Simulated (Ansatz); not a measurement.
B–AlH2, triplet: stretch scan

Starting geometry (PBE0/def2-TZVP stationary point for this spin, not checked as a minimum):

```yaml
atoms:
  - { symbol: B, position_ang: [0.0000, 0.0000, 1.5511] }
  - { symbol: Al, position_ang: [0.0000, 0.0000, -0.5282] }
  - { symbol: H, position_ang: [0.0000, -1.4113, -1.2487] }
  - { symbol: H, position_ang: [0.0000, 1.4113, -1.2487] }
```

From there H4 moves along the line of the two atoms named below, all else staying in place; atoms are numbered as listed. Energies are in eV, counted from the starting geometry at the same level.

Basis 6-31G; Ansatz 0.2.0. Correlated methods freeze the noble-gas cores. Prefix R: restricted or restricted open-shell reference; prefix U: unrestricted. Active spaces: valence = (8e, 10o) chosen from the atoms' valence shells.

Unrestricted rows (U) aren't spin-pure: their determinants' ⟨S²⟩ exceeds S(S+1) by up to 0.91, so they mix in states of higher spin. Coupled cluster chose its determinant by trial CCSD, here up to 0.28 eV above the lowest Hartree–Fock solution of its kind. Runs in a small pair space aren't shown, since their orbitals change along the scan.

Full CI is exact within this basis and frozen core; it isn't the basis-set limit. The frozen core follows each run's orbitals, which can shift R against U totals by a few meV.

```csv
distance Al2-H4 (Å),full CI,unpaired electrons (full CI),error RCCSD,error RCCSD(T),error BCCD(T),error RCCSDT,error UCCSDT(Q),error CASSCF (valence space)
1.288,1.065,2.04,-0.005,-0.003,-0.002,0.000,0.000,0.005
1.438,0.256,2.04,-0.003,-0.002,-0.001,0.000,0.000,0.004
1.585,0.000,2.05,0.000,0.000,0.000,0.000,0.000,0.000
1.751,0.067,2.05,0.006,0.003,0.002,0.000,0.000,-0.007
1.967,0.429,2.07,0.017,0.008,0.007,0.001,0.001,-0.018
2.149,0.824,2.10,0.030,0.014,0.013,0.003,0.001,-0.026
2.507,1.577,2.25,0.071,0.032,0.030,0.007,0.001,-0.033
2.910,2.187,2.62,0.145,0.057,0.057,0.015,0.009,-0.027
3.571,2.609,3.00,0.147,0.051,0.075,0.024,0.011,-0.007
4.185,2.666,2.59,0.126,0.029,0.059,0.014,0.004,-0.018
5.331,2.670,2.56,0.129,0.030,0.062,0.013,0.004,-0.021
```

Unpaired electrons are Σ n²(2−n)² over natural occupations. Errors are those of relative energies. In total energy the starting point itself misses full CI by: RCCSD 0.083, RCCSD(T) 0.032, BCCD(T) 0.029, RCCSDT 0.004, UCCSDT(Q) 0.001, CASSCF (valence space) 0.605 eV.

Spread of the error over the points with a reference, to 5.331 Å (largest less smallest): UCCSDT(Q) 0.011, RCCSDT 0.025, CASSCF (valence space) 0.037, RCCSD(T) 0.060, BCCD(T) 0.077, RCCSD 0.152 eV.

Going outwards, the relative energy of RCCSD first misses by more than 0.043 eV (1 kcal/mol) at 2.507 Å.
